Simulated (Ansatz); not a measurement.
ClH$_{4}$Si$_{2}$ (`[SiH2][SiH2]Cl`) radical at its PBE0-D4/def2-TZVP geometry, where that method's forces vanish. The species carries charge 0 and has multiplicity 2.

```xyz
7

Si   -0.6118    0.5383   -1.1564
Si    0.1912   -0.4338    0.7955
Cl    0.8402   -2.3389    0.3463
H     0.3952    0.6207   -2.2477
H    -1.2610    1.8605   -0.9387
H    -0.8953   -0.5343    1.8015
H     1.3416    0.2875    1.3995
```

(1) What forces (eV/Å) does PBE-D4/def2-TZVPP give on these atoms in Ansatz? (Estimate.)

## Answers

(1) The calculation gave: 
```
Si1 -0.060 -0.108  0.043
Si2 -0.071  0.101 -0.069
Cl3  0.089 -0.250 -0.057
H4   0.107  0.012 -0.126
H5  -0.077  0.147  0.013
H6  -0.123  0.003  0.118
H7   0.135  0.095  0.076
```
